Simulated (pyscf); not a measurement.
Optimised with ωB97X-D3(BJ)/def2-SVP in PySCF.

Q: Estimate the classical barrier height and the reaction energy of H₃Ge–O–SnH₃ (SMILES [GeH3][O][SnH3]) + H• (SMILES [H]) -> HO–GeH₃ (SMILES [OH][GeH3]) + SnH₃• (SMILES [SnH3]) at ωB97M-D3(BJ)/def2-TZVP. The step runs on the doublet surface, breaks O–Sn and forms H–O; take the separated reactants as zero.

A: ΔE‡ = 0.30 eV, ΔE = -1.26 eV. Zero-point energy shifts the barrier by +0.01 eV. It is a substitution at O, with an imaginary mode of 1489i cm⁻¹. One saddle was located; it need not be the lowest between these sides. The angle at the attacked O is 125°. Elements up to Kr have no core potential and no relativistic terms here. Elements past Kr carry the def2 core potentials, without spin-orbit coupling.
